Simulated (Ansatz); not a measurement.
System: O$_{3}$, charge -1, multiplicity 2. SMILES of the parent species: O=[O+][O-]
Structure (B3LYP-D3(BJ)/def2-TZVP (Ansatz, a program for electronic structure) minimum search):
```xyz
3

O      1.1400    -0.2545     0.0205
O      0.0055     0.4794     0.0257
O     -1.1454    -0.2249    -0.0463
```
Charge -1, spin multiplicity 2.

Give the harmonic wavenumbers at B3LYP-D3(BJ)/def2-TZVP (Ansatz, finite differences of forces, unscaled).

600, 899, 1062 cm⁻¹. Zero-point energy 3.7 kcal/mol.

From these and the geometry, give the ideal-gas thermochemistry at 298.15 K and 1 atm (rigid rotor, harmonic oscillator).

Point group C2v, rotational symmetry number 2. Rotational constants 91.37, 12.08, 10.67 GHz. S(trans) 37.53, S(rot) 19.46, S(vib) 0.66, S(elec, spin only) 1.38, S 59.0 cal/(mol K). H(298) - H(0) 2.52 kcal/mol; G - E(el) -11.4 kcal/mol.
